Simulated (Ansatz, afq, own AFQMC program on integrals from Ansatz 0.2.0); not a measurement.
# SiNH₅ (singlet): quantum Monte Carlo beside coupled cluster at distance Si1–N2 = 2.396 Å, 6-31G

How near does AFQMC come to the top of the ladder for SiNH₅ (singlet)?

The runs use Ansatz 0.2.0, Gaussian basis, and an in-house AFQMC program (afq) on its integrals; all values are calculated; 6-31G, frozen cores.

Plan: PBE (unrestricted); r2SCAN (unrestricted); PBE0 (unrestricted); B3LYP (unrestricted); wB97M-V (unrestricted); B2PLYP (unrestricted); CCSD(T) on RHF; CCSDT(Q) on RHF; Phaseless AFQMC, CISD trial on RHF; Free-projection AFQMC, single-determinant trial on RHF; UHF.

2 further runs of the same task are left out: 2 that didn't finish.

**1. What is computed**

The geometry derives from a PBE0/def2-TZVP stationary point (not a proven minimum). One bond is set to the value named and the two fragments are kept rigid.

7 atoms, charge 0, spin multiplicity 1.

Atoms are counted from 1 here; the program's logs count them from 0.

Bond lengths: Si1–H3 1.486 Å, Si1–H4 1.486 Å, Si1–H5 1.494 Å, N2–H6 1.007 Å, N2–H7 1.007 Å. Angles: H3–Si1–H4 110.5°, H3–Si1–H5 107.3°, H4–Si1–H5 107.3°, H6–N2–H7 110.6°.

**2. PBE (unrestricted)**

Input file in.yaml:

```yaml
crystal:
  periodic: [false, false, false]
  atoms:
    - {symbol: Si, position_ang: [-0.020051, 0.000000, 0.802125]}
    - {symbol: N, position_ang: [0.070749, 0.000000, -1.592154]}
    - {symbol: H, position_ang: [0.675569, -1.220684, 1.285345]}
    - {symbol: H, position_ang: [0.675567, 1.220686, 1.285345]}
    - {symbol: H, position_ang: [-1.387233, -0.000001, 1.404766]}
    - {symbol: H, position_ang: [-0.194171, -0.828320, -2.100457]}
    - {symbol: H, position_ang: [-0.194172, 0.828319, -2.100457]}
basis:
  gaussian: {orbitals: 6-31G}
magnetization: {spin_polarized: true, initial_magnetization: 0}
hamiltonian: {xc: {name: PBE}}
output: {orbitals: {seedname: orbitals}}
```

The run is started by

```sh
ansatz run in.yaml --threads 1 --pin off --events-out ev --progress --plain --max-ram 1382MiB
```

The log of the run:

```text
Functional definition: PBE
  name "PBE"
  cite "Perdew, Burke & Ernzerhof, Phys. Rev. Lett. 77, 3865 (1996) doi:10.1103/PhysRevLett.77.3865"
  parent pbe
  parameter kappa = 0.804
  parameter beta = 0.06672455060314922
  exchange = pbe_x(kappa = kappa, mu = beta*pi^2/3)
  correlation = pbe_c(beta = beta)
432 factors; integrals over basis functions are off by at most 2.7e-4 eV
mean field evaluation 1: about -9430.0950 eV, gradient 4.5e1 eV
mean field evaluation 2: about -9348.5039 eV, gradient 9.2e1 eV
mean field evaluation 4: about -9438.9376 eV, gradient 4.8e0 eV
mean field evaluation 8: about -9439.1989 eV, gradient 7.2e-2 eV
mean field evaluation 16: about -9437.6270 eV, gradient 7.3e0 eV
mean field -9439.19896055 eV, -346.8841636812 hartree, gradient 1.9e-5 eV, S^2 0.000000; 1 other end points of the search recorded, 0 dependent functions left out
reference -9439.19899254 eV, -346.8841648569 hartree; 13, 13 occupied and 19, 19 virtual orbitals, 432 factors
Total energy: -9439.19899254 eV, -346.8841648569 hartree
```

Wall time 1.2 s (1 thread of Arm Neoverse V1, shared host).

From the report: ⟨S²⟩ of the determinant 0.000 (pure singlet: 0.00).

**3. r2SCAN (unrestricted)**

in.yaml: that of step 2 with these lines changed.

```diff
@@ -13,3 +13,2 @@
 magnetization: {spin_polarized: true, initial_magnetization: 0}
-hamiltonian: {xc: {name: PBE}}
-output: {orbitals: {seedname: orbitals}}
+hamiltonian: {xc: {name: r2SCAN}}
```

The command is unchanged.

The log of the run:

```text
Functional definition: r2SCAN
  name "r2SCAN"
  cite "Furness, Kaplan, Ning, Perdew & Sun, J. Phys. Chem. Lett. 11, 8208 (2020) doi:10.1021/acs.jpclett.0c02405"
  cite "Furness, Kaplan, Ning, Perdew & Sun, J. Phys. Chem. Lett. 11, 9248 (2020) doi:10.1021/acs.jpclett.0c03077"
  parent r2scan
  parameter k0 = 0.174
  parameter k1 = 0.065
  parameter a1 = 4.9479
  exchange = r2scan_x(k0 = k0, k1 = k1, a1 = a1)
  correlation = r2scan_c
432 factors; integrals over basis functions are off by at most 2.7e-4 eV
mean field evaluation 1: about -9435.8890 eV, gradient 4.1e1 eV
mean field evaluation 2: about -9369.1911 eV, gradient 8.9e1 eV
mean field evaluation 4: about -9443.3076 eV, gradient 5.0e0 eV
mean field evaluation 8: about -9443.5306 eV, gradient 6.8e-2 eV
mean field evaluation 16: about -9443.2251 eV, gradient 2.2e0 eV
mean field -9443.53062093 eV, -347.0433492641 hartree, gradient 6.6e-5 eV, S^2 0.000000; 1 other end points of the search recorded, 0 dependent functions left out
reference -9443.53063086 eV, -347.0433496291 hartree; 13, 13 occupied and 19, 19 virtual orbitals, 432 factors
Total energy: -9443.53063086 eV, -347.0433496291 hartree
```

Run time: 2.5 s. Hardware: 1 thread of Arm Neoverse V1, shared host.

From the report: ⟨S²⟩ of the determinant 0.000 (pure singlet: 0.00).

**4. PBE0 (unrestricted)**

in.yaml: that of step 3 with these lines changed.

```diff
@@ -13,2 +13,3 @@
 magnetization: {spin_polarized: true, initial_magnetization: 0}
-hamiltonian: {xc: {name: r2SCAN}}
+hamiltonian: {xc: {name: PBE0}}
+output: {orbitals: {seedname: orbitals}}
```

Same command.

The log of the run:

```text
Functional definition: PBE0
  name "PBE0"
  cite "Adamo & Barone, J. Chem. Phys. 110, 6158 (1999) doi:10.1063/1.478522"
  cite "Perdew, Burke & Ernzerhof, Phys. Rev. Lett. 77, 3865 (1996) doi:10.1103/PhysRevLett.77.3865"
  parent pbe
  parameter a = 0.25
  parameter kappa = 0.804
  parameter beta = 0.06672455060314922
  exchange = (1 - a)*pbe_x(kappa = kappa, mu = beta*pi^2/3) + a*exact_x
  correlation = pbe_c(beta = beta)
432 factors; integrals over basis functions are off by at most 2.7e-4 eV
mean field evaluation 1: about -9433.7410 eV, gradient 3.7e1 eV
mean field evaluation 2: about -9399.0652 eV, gradient 7.8e1 eV
mean field evaluation 4: about -9439.8876 eV, gradient 2.2e0 eV
mean field evaluation 8: about -9439.9198 eV, gradient 1.2e-2 eV
mean field evaluation 16: about -9439.6049 eV, gradient 2.1e0 eV
mean field -9439.91982909 eV, -346.9106551114 hartree, gradient 7.5e-6 eV, S^2 0.000000; 1 other end points of the search recorded, 0 dependent functions left out
reference -9439.91985303 eV, -346.9106559914 hartree; 13, 13 occupied and 19, 19 virtual orbitals, 432 factors
Total energy: -9439.91985303 eV, -346.9106559914 hartree
```

It took 1.2 s on 1 thread of Arm Neoverse V1, shared host.

From the report: ⟨S²⟩ of the determinant 0.000 (pure singlet: 0.00).

**5. B3LYP (unrestricted)**

in.yaml: that of step 4 with these lines changed.

```diff
@@ -13,3 +13,2 @@
 magnetization: {spin_polarized: true, initial_magnetization: 0}
-hamiltonian: {xc: {name: PBE0}}
-output: {orbitals: {seedname: orbitals}}
+hamiltonian: {xc: {name: B3LYP}}
```

Same command.

The log of the run, shortened:

```text
Functional definition: B3LYP
  name "B3LYP"
  cite "Stephens, Devlin, Chabalowski & Frisch, J. Phys. Chem. 98, 11623 (1994) doi:10.1021/j100096a001"
  cite "Becke, Phys. Rev. A 38, 3098 (1988) doi:10.1103/PhysRevA.38.3098"
  cite "Lee, Yang & Parr, Phys. Rev. B 37, 785 (1988) doi:10.1103/PhysRevB.37.785"
  cite "Vosko, Wilk & Nusair, Can. J. Phys. 58, 1200 (1980) doi:10.1139/p80-159"
[...]
432 factors; integrals over basis functions are off by at most 2.7e-4 eV
[...]
mean field -9445.96525474 eV, -347.1328204065 hartree, gradient 4.4e-5 eV, S^2 0.000000; 1 other end points of the search recorded, 0 dependent functions left out
reference -9445.96546759 eV, -347.1328282285 hartree; 13, 13 occupied and 19, 19 virtual orbitals, 432 factors
Total energy: -9445.96546759 eV, -347.1328282285 hartree
```

It took 1.5 s on 1 thread of Arm Neoverse V1, shared host.

From the report: ⟨S²⟩ of the determinant 0.000 (pure singlet: 0.00).

**6. wB97M-V (unrestricted)**

in.yaml: that of step 5 with these lines changed.

```diff
@@ -13,2 +13,3 @@
 magnetization: {spin_polarized: true, initial_magnetization: 0}
-hamiltonian: {xc: {name: B3LYP}}
+hamiltonian: {xc: {name: wB97M-V}}
+output: {orbitals: {seedname: orbitals}}
```

The command is unchanged.

The log of the run, shortened:

```text
Functional definition: wB97M-V
  name "wB97M-V"
  cite "Mardirossian & Head-Gordon, J. Chem. Phys. 144, 214110 (2016) doi:10.1063/1.4952647"
  cite "Becke, J. Chem. Phys. 107, 8554 (1997) doi:10.1063/1.475007"
  cite "Vydrov & Van Voorhis, J. Chem. Phys. 133, 244103 (2010) doi:10.1063/1.3521275"
  # Of w^i u^j: cxij and so on, Table III.
[...]
  gx(w, u) = 1 - cx + cx01*u + cx10*w
  gss(w, u) = css00 + css04*u^4 + css10*w + css20*w^2 + css43*w^4*u^3
  gos(w, u) = cos00 + cos10*w + (cos20 + cos21*u)*w^2 + (cos60 + cos61*u)*w^6
[...]
      + integral(e_c_pw_mod_opposite_spin*gos(b97_w_opposite, b97_u_opposite)) + vv10(b, c)
432 factors; integrals over basis functions are off by at most 2.7e-4 eV
168 factors; integrals over basis functions are off by at most 3.4e-6 eV
[...]
mean field -9443.54044742 eV, -347.0437103812 hartree, gradient 4.1e-5 eV, S^2 0.000000; 0 other end points of the search recorded, 0 dependent functions left out
reference -9443.54048320 eV, -347.0437116961 hartree; 13, 13 occupied and 19, 19 virtual orbitals, 432 factors
Total energy: -9443.54048320 eV, -347.0437116961 hartree
```

It took 7 s on 1 thread of Arm Neoverse V1, shared host.

From the report: ⟨S²⟩ of the determinant 0.000 (pure singlet: 0.00).

**7. B2PLYP (unrestricted)**

in.yaml: that of step 6 with these lines changed.

```diff
@@ -13,3 +13,3 @@
 magnetization: {spin_polarized: true, initial_magnetization: 0}
-hamiltonian: {xc: {name: wB97M-V}}
-output: {orbitals: {seedname: orbitals}}
+hamiltonian: {xc: {name: B2PLYP}}
+correlation: {electrons: outside_noble_gas}
```

Same command.

The log of the run, shortened:

```text
Functional definition: B2PLYP
  name "B2PLYP"
  cite "Grimme, J. Chem. Phys. 124, 034108 (2006) doi:10.1063/1.2148954"
  cite "Becke, Phys. Rev. A 38, 3098 (1988) doi:10.1103/PhysRevA.38.3098"
  cite "Lee, Yang & Parr, Phys. Rev. B 37, 785 (1988) doi:10.1103/PhysRevB.37.785"
[...]
432 factors; integrals over basis functions are off by at most 2.7e-4 eV
[...]
mean field -9437.13313736 eV, -346.8082460795 hartree, gradient 1.7e-6 eV, S^2 0.000000; 3 other end points of the search recorded, 0 dependent functions left out
6 core orbitals not correlated: weight in the atoms' cores, before any rotation towards them, 1.000 or more for the frozen orbitals, at most 0.000 for the correlated occupied ones
reference -9437.13327333 eV, -346.8082510763 hartree; 7, 7 occupied and 19, 19 virtual orbitals, 432 factors
second order -6.35110781 eV of doubles, -0.00000000 eV of singles
Total energy: -9438.84807244 eV, -346.8712687812 hartree
```

Wall time 2 s (1 thread of Arm Neoverse V1, shared host).

From the report: ⟨S²⟩ of the determinant 0.000 (pure singlet: 0.00).

**8. CCSD(T) on RHF**

in.yaml: that of step 7 with these lines changed.

```diff
@@ -12,4 +12,3 @@
   gaussian: {orbitals: 6-31G}
-magnetization: {spin_polarized: true, initial_magnetization: 0}
-hamiltonian: {xc: {name: B2PLYP}}
-correlation: {electrons: outside_noble_gas}
+magnetization: {spin_polarized: false}
+correlation: {method: ccsd_t, electrons: outside_noble_gas, hamiltonian_folder: ham}
```

The command is unchanged.

The log of the run, shortened:

```text
Functional definition: HF
  name "HF"
  cite "Fock, Z. Phys. 61, 126 (1930) doi:10.1007/BF01340294"
  parent pbe
[...]
432 factors; integrals over basis functions are off by at most 2.7e-4 eV
[...]
mean field -9418.49274917 eV, -346.1232244485 hartree, gradient 4.4e-6 eV, S^2 0.000000; 0 other end points of the search recorded, 0 dependent functions left out; unrestricted orbitals would lower it
6 core orbitals not correlated: weight in the atoms' cores, before any rotation towards them, 1.000 or more for the frozen orbitals, at most 0.000 for the correlated occupied ones
reference -9418.49274917 eV, -346.1232244485 hartree; 7, 7 occupied and 19, 19 virtual orbitals, 432 factors
second order -4.91911614 eV of doubles, -0.00000000 eV of singles
cycle   1  -5.32959489 eV  change   -4.1e-1 eV  update   8.0e-2
[...]
cycle  11  -5.71215074 eV  change   -1.3e-5 eV  update   7.1e-6
perturbative correction -0.12335941 eV, -0.0045333748 hartree
Total energy: -9424.32825932 eV, -346.3376754910 hartree
```

Run time: 0.39 s. Hardware: 1 thread of Arm Neoverse V1, shared host.

From the report: correlation -5.8355 eV; T1 0.016; largest double amplitude 0.08.

This run also writes the integrals to the folder ham.

**9. CCSDT(Q) on RHF**

in.yaml: that of step 8 with these lines changed.

```diff
@@ -13,2 +13,2 @@
 magnetization: {spin_polarized: false}
-correlation: {method: ccsd_t, electrons: outside_noble_gas, hamiltonian_folder: ham}
+correlation: {method: ccsdt_q, electrons: outside_noble_gas}
```

Launched as before.

The log of the run, shortened:

```text
Functional definition: HF
  name "HF"
  cite "Fock, Z. Phys. 61, 126 (1930) doi:10.1007/BF01340294"
  parent pbe
[...]
744 factors; integrals over basis functions are off by at most 8.1e-8 eV
[...]
mean field -9418.49289159 eV, -346.1232296820 hartree, gradient 4.4e-6 eV, S^2 0.000000; 0 other end points of the search recorded, 0 dependent functions left out; unrestricted orbitals would lower it
6 core orbitals not correlated: weight in the atoms' cores, before any rotation towards them, 1.000 or more for the frozen orbitals, at most 0.000 for the correlated occupied ones
reference -9418.49289159 eV, -346.1232296820 hartree; 7, 7 occupied and 19, 19 virtual orbitals, 744 factors
second order -4.91917874 eV of doubles, -0.00000000 eV of singles
cycle   1  -5.32961730 eV  change   -4.1e-1 eV  update   8.6e-2
[...]
cycle  16  -5.85399559 eV  change    3.0e-7 eV  update   8.7e-7
perturbative correction -0.01826304 eV, -0.0006711542 hartree
Total energy: -9424.36515021 eV, -346.3390312063 hartree
```

It took 3 s on 1 thread of Arm Neoverse V1, shared host.

From the report: correlation -5.8723 eV; T1 0.017; largest double amplitude 0.09.

**10. Phaseless AFQMC, CISD trial on RHF**

It reads the integrals that the CCSD(T) run on this determinant wrote.

The run is started by

```sh
afq ham --method phaseless --trial cisd --walkers 60 --populations 1 --least-time 40 --time-step 0.005 --steps-per-block 50 --equilibration-blocks 40 --max-blocks 300 --target-error 0.0009 --factor-cut 1e-05 --seed 4466 --release-times 0.24,0.51,0.99,1.62,2.4 --release-step 0.03 --release-every 4 --taylor-order 6
```

The log of the run:

```text
orbitals 26  electrons 7 7  factors 182 of 432
reference energy -346.12322445 Eh
CCSD correlation -0.20991778 Eh in 12 cycles, weight of the determinant in the CISD state 0.8829
energy of the start -346.333142 Eh
 block  time / (1/Eh)  mean weight  energy / Eh
     1     0.250  0.9999  -346.329153
     2     0.500  1.0010  -346.331256
     3     0.750  0.9982  -346.337753
     4     1.000  0.9979  -346.336823
     5     1.250  1.0013  -346.337803
     6     1.500  1.0001  -346.330578
     7     1.750  0.9979  -346.334046
     8     2.000  1.0001  -346.333851
     9     2.250  1.0000  -346.335712
    10     2.500  0.9975  -346.336950
    11     2.750  1.0003  -346.339304
    16     4.000  1.0012  -346.336636
    21     5.250  0.9975  -346.335856
    26     6.500  1.0005  -346.336514
    31     7.750  0.9987  -346.330003
    36     9.000  1.0009  -346.333285
    41    10.250  0.9985  -346.332522
    46    11.500  1.0015  -346.345010
    51    12.750  0.9997  -346.334702
    56    14.000  0.9992  -346.351476
    61    15.250  0.9993  -346.348342
    66    16.500  0.9990  -346.335171
    71    17.750  0.9992  -346.333370
    76    19.000  0.9992  -346.336497
    81    20.250  1.0015  -346.331164
    86    21.500  0.9980  -346.335301
    91    22.750  0.9999  -346.337172
    96    24.000  0.9992  -346.338744
   101    25.250  1.0014  -346.339473
   106    26.500  0.9997  -346.332054
   111    27.750  1.0009  -346.356866
   116    29.000  0.9985  -346.334977
   121    30.250  1.0012  -346.333243
   126    31.500  0.9997  -346.340274
   131    32.750  0.9994  -346.350525
   136    34.000  0.9980  -346.339269
   141    35.250  1.0007  -346.335321
   146    36.500  0.9993  -346.331742
   151    37.750  0.9978  -346.334544
   156    39.000  0.9998  -346.336234
   161    40.250  1.0004  -346.334366
   166    41.500  1.0015  -346.345106
   171    42.750  1.0005  -346.331028
   176    44.000  1.0001  -346.336346
   181    45.250  0.9996  -346.336940
   186    46.500  1.0005  -346.339961
   191    47.750  0.9998  -346.337069
   196    49.000  1.0015  -346.339241
   201    50.250  0.9992  -346.339782
   206    51.500  0.9997  -346.336884
   211    52.750  1.0004  -346.344142
   216    54.000  1.0021  -346.346721
blocks merged  error / Eh  count
     1  0.000499  180
     2  0.000607  90
     4  0.000737  45
     8  0.000775  22
    16  0.000744  11
released: time / (1/Eh)  energy / Eh  error  mean overlap
  0.24  -346.339184  0.000846  0.9976
  0.51  -346.339375  0.000578  0.9885
  0.99  -346.339268  0.000690  0.9793
  1.62  -346.338434  0.000593  0.9901
  2.40  -346.339323  0.000783  0.9635
energy -346.338965 +/- 0.000775 Eh
```

It took 84 s on 1 thread of Arm Neoverse V1, shared host.

Energy -9424.3634 ± 0.0211 eV. Caveats: constraint bias not in the error.

**11. Free-projection AFQMC, single-determinant trial on RHF (settings varied)**

It reads the integrals that the CCSD(T) run on this determinant wrote.

The run is started by

```sh
afq ham --method free --trial hf --walkers 20 --time-step 0.02 --max-blocks 120 --target-error 0.0018 --factor-cut 1e-05 --seed 9842 --times 0.0,0.5,1.0,2.0,3.0,4.0 --taylor-order 10
```

The log of the run:

```text
orbitals 26  electrons 7 7  factors 182 of 432
reference energy -346.12322445 Eh
CCSD correlation -0.20991778 Eh in 12 cycles, weight of the determinant in the CISD state 0.8829
Error: the cluster equations did not converge
```

Hardware: 1 thread of Arm Neoverse V1, shared host.

No energy. The run doesn't count as converged.

**12. UHF**

in.yaml: that of step 9 with these lines changed.

```diff
@@ -12,3 +12,4 @@
   gaussian: {orbitals: 6-31G}
-magnetization: {spin_polarized: false}
-correlation: {method: ccsdt_q, electrons: outside_noble_gas}
+magnetization: {spin_polarized: true, initial_magnetization: 0}
+hamiltonian: {xc: hf}
+output: {orbitals: {seedname: orbitals}}
```

The run is started by

```sh
ansatz run in.yaml --threads 1 --pin off --events-out ev --progress --plain --max-ram 1382MiB
```

The log of the run:

```text
Functional definition: HF
  name "HF"
  cite "Fock, Z. Phys. 61, 126 (1930) doi:10.1007/BF01340294"
  parent pbe
  exchange = exact_x
  correlation = 0
432 factors; integrals over basis functions are off by at most 2.7e-4 eV
mean field evaluation 1: about -9415.8191 eV, gradient 2.3e1 eV
mean field evaluation 2: about -9415.8195 eV, gradient 2.3e1 eV
mean field evaluation 4: about -9418.4708 eV, gradient 1.3e0 eV
mean field evaluation 8: about -9418.4927 eV, gradient 1.8e-4 eV
mean field evaluation 16: about -9418.4928 eV, gradient 2.0e-2 eV
mean field evaluation 32: about -9418.4292 eV, gradient 6.4e-1 eV
mean field evaluation 64: about -9416.5643 eV, gradient 1.2e1 eV
mean field evaluation 96: about -9416.4974 eV, gradient 6.4e-1 eV
mean field -9418.49277852 eV, -346.1232255269 hartree, gradient 5.7e-6 eV, S^2 0.007589; 2 other end points of the search recorded, 0 dependent functions left out
reference -9418.49277852 eV, -346.1232255269 hartree; 13, 13 occupied and 19, 19 virtual orbitals, 432 factors
Total energy: -9418.49277852 eV, -346.1232255269 hartree
```

It took 0.51 s on 1 thread of Arm Neoverse V1, shared host.

From the report: ⟨S²⟩ of the determinant 0.008 (pure singlet: 0.00).

**13. All levels side by side**

On the RHF determinant, counted from CCSDT(Q) (a yardstick, not exact):

```tsv
level	energy (eV)	from CCSDT(Q) (kcal/mol)	statistical error (kcal/mol)	time
HF	-9418.4927	+135.42		
MP2	-9423.4119	+21.98		
CCSD	-9424.2049	+3.70		
CCSD(T)	-9424.3283	+0.85		
CCSDT(Q)	-9424.3652	0.00		
Phaseless AFQMC, CISD trial, step 0.005, 60 walkers	-9424.3634	+0.04	0.49	84 s
```

The functionals' totals stand on their own zeros and serve differences with other points: PBE -9439.199 eV; r2SCAN -9443.531 eV; PBE0 -9439.920 eV; B3LYP -9445.965 eV; wB97M-V -9443.540 eV; B2PLYP -9438.848 eV.

**14. Outcome**

| quantity | value |
| --- | --- |
| CCSD(T) on RHF from CCSDT(Q) | +0.85 kcal/mol |
| Phaseless AFQMC, CISD trial on RHF from CCSDT(Q) | +0.04 ± 0.49 kcal/mol |

What this shows: On RHF the phaseless walk with the CISD trial lies +0.04 kcal/mol from CCSDT(Q), within three error bars. Error bars are statistical and leave out the constraint, the time step and what remains of the start.
